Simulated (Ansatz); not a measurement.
# AlBH (doublet): the correlation ladder at distance Al2–H3 = 2.161 Å, 6-31G

How much of the correlation energy of AlBH (doublet) does each wave-function method recover here?

Method: 6-31G, core rule «outside noble gas», up to 6 orbitals frozen; program: Ansatz 0.2.0, Gaussian basis.

To be run: UHF; CCSD(T) on ROHF; CCSD(T) on UHF; BCCD(T) on ROHF; CISD; CCSDT(Q) on ROHF; CCSDT(Q) on UHF; CISDTQ; CCSDTQ on ROHF; CCSDTQ on UHF; CASSCF and MRCISD+Q, 3 electrons in 3 orbitals; CASSCF and NEVPT2, 3 electrons in 3 orbitals; CASSCF and MRCISD+Q, 7 electrons in 9 orbitals; CASSCF and NEVPT2, 7 electrons in 9 orbitals; Full CI.

22 further runs of the same task are left out: 4 for a known fault of the program, 13 that didn't finish, 5 set aside as unsound or not needed.

### Step 1. What is computed

The geometry derives from a PBE0/def2-TZVP stationary point (not a proven minimum). One bond is set to the value named and the two fragments are kept rigid.

3 atoms, charge 0, spin multiplicity 2.

Atoms are counted from 1 here; the program's logs count them from 0.

Bond lengths: B1–Al2 2.077 Å.

### Step 2. UHF

in.yaml reads:

```yaml
crystal:
  periodic: [false, false, false]
  atoms:
    - {symbol: B, position_ang: [0.000000, -0.127907, 1.525555]}
    - {symbol: Al, position_ang: [0.000000, 0.107698, -0.537694]}
    - {symbol: H, position_ang: [0.000000, -1.511052, -1.969326]}
basis:
  gaussian: {orbitals: 6-31G}
magnetization: {spin_polarized: true, initial_magnetization: 1}
hamiltonian: {xc: hf}
output: {orbitals: {seedname: orbitals}}
```

The run is started by

```bash
> ansatz run in.yaml --threads 1 --pin off --events-out ev --progress --plain --max-ram 2393MiB
```

After this run come: CCSD(T) on ROHF; CCSD(T) on UHF; BCCD(T) on ROHF; CISD; CCSDT(Q) on ROHF; CCSDT(Q) on UHF; CISDTQ; CCSDTQ on ROHF; CCSDTQ on UHF; CASSCF and MRCISD+Q, 3 electrons in 3 orbitals; CASSCF and NEVPT2, 3 electrons in 3 orbitals; CASSCF and MRCISD+Q, 7 electrons in 9 orbitals; CASSCF and NEVPT2, 7 electrons in 9 orbitals; Full CI.

**Question.** What will the summary of the whole plan be? Wanted: FCI below the RHF energy; RMP2 from FCI; UMP2 from FCI; RCCSD from FCI; RCCSD(T) from FCI; UCCSD(T) from FCI; RCCSDT(Q) from FCI; UCCSDT(Q) from FCI; NEVPT2 valence from FCI.

As calculated:

| quantity | value |
| --- | --- |
| FCI below the RHF energy | -3.5377 eV |
| RMP2 from FCI | +1470.2 meV |
| UMP2 from FCI | +1279.3 meV |
| RCCSD from FCI | +249.5 meV |
| RCCSD(T) from FCI | +76.9 meV |
| UCCSD(T) from FCI | +142.4 meV |
| RCCSDT(Q) from FCI | +4.3 meV |
| UCCSDT(Q) from FCI | +3.4 meV |
| NEVPT2 valence from FCI | +166.9 meV |
| MRCISD+Q valence from FCI | +6.1 meV |
| levels within 1 kcal/mol (43 meV) | RCCSDT, UCCSDT, RCCSDT(Q), UCCSDT(Q), RCCSDTQ, UCCSDTQ, MRCISD valence, MRCISD+Q valence |
| T1 diagnostic | 0.074 |
| effectively unpaired electrons | 1.57 |

RCCSD(T) lands +76.9 meV from the yardstick (2.2 % of the correlation energy). CCSD(T) misses by +76.9 meV on the restricted determinant and by +142.4 meV on the unrestricted one; the two need not hold the same state or core. The occupations show some static correlation. Of the multireference levels listed MRCISD+Q valence comes nearest in total energy (+6.1 meV), which doesn't show that its space is the better one. Coupled cluster took another determinant than the lowest Hartree-Fock one. These misses are within one basis, not against nature; the frozen cores of restricted and unrestricted runs differ, which can shift their rows.
